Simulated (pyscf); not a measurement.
F–C•(F)–SiH₂–O–SiH₃ + HF -> F–C(F)(F)–SiH₂–O–SiH₃ + H•, an atom transfer (doublet surface; F–H broken, C–F formed). Structures and frequencies: ωB97X-D3(BJ)/def2-SVP in PySCF. Energies in kcal/mol from the separated reactants.

Small-basis levels: PySCF, no dispersion term, spherical d functions. AM1 to PM7: differences of heats of formation from MOPAC, which are fitted to 298 K values and so differ in kind from electronic energies by zero-point and thermal terms. Open shells are spin-unrestricted. 

```csv
level,barrier,reaction energy
HF/STO-3G,51.4,+12.4
HF/6-31G*,62.7,+3.7
MP2/6-31G*,45.6,-4.3
PBE/6-31G*,…,+1.8
B3LYP/LANL2DZ,38.9,+22.9
B3LYP/6-311+G**,…,+24.5
B3LYP/def2-SVP,40.2,+11.7
PM6,49.1,+33.3
PM7,59.0,+25.2
ωB97M-D3(BJ)/def2-TZVP,…,+17.7
```

**Question.** Some entries are withheld; supply them.

**Answer.** 
- PBE/6-31G*, barrier: 26.5
- B3LYP/6-311+G**, barrier: 48.0
- ωB97M-D3(BJ)/def2-TZVP, barrier: 50.9

Against the last row the barrier runs from -24.3 (PBE/6-31G*) to +11.8 kcal/mol (HF/6-31G*). ωB97M-D3(BJ)/def2-TZVP has limits of its own. F–C(F)(F)–SiH₂–O–SiH₃ lies 40.1 kcal/mol over its isomer F–CH(F)–SiH(F)–O–SiH₃ (electronic energy, ωB97M-D3(BJ)/def2-TZVP). One saddle was located; it need not be the lowest between these sides. The angle at the transferred F is 172°.
